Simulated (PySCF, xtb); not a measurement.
C3H6, SMILES C=CC (connectivity only; charge and spin as stated), charge +1, multiplicity 2.

Geometry optimised at r2SCAN-D4/def2-TZVP. The spin state was assumed, not searched.

Method: C-PCM-ωB97X/def2-SVP (PySCF).

The values are the electrostatic part of the solvation free energy, E(continuum) − E(gas) at the gas-phase geometry, in a cavity of scaled van der Waals radii (PySCF's table); cavitation and dispersion terms are not included.

### Question
Estimate the values in water (ε = 78.36), N,N-dimethylformamide (ε = 37.22), toluene (ε = 2.37). (An estimate is asked for; the answer gives what the named calculation found.)

### Answer

```json
[
 {"solvent": "water", "ε": "78.36", "ΔG(elec) (kcal/mol)": "-62.9"},
 {"solvent": "N,N-dimethylformamide", "ε": "37.22", "ΔG(elec) (kcal/mol)": "-62.0"},
 {"solvent": "toluene", "ε": "2.37", "ΔG(elec) (kcal/mol)": "-36.8"}
]
```

For comparison, GFN2-xTB/ALPB(water) (xtb, at the GFN2-xTB geometry, all terms of that model) gives -63.3 kcal/mol.
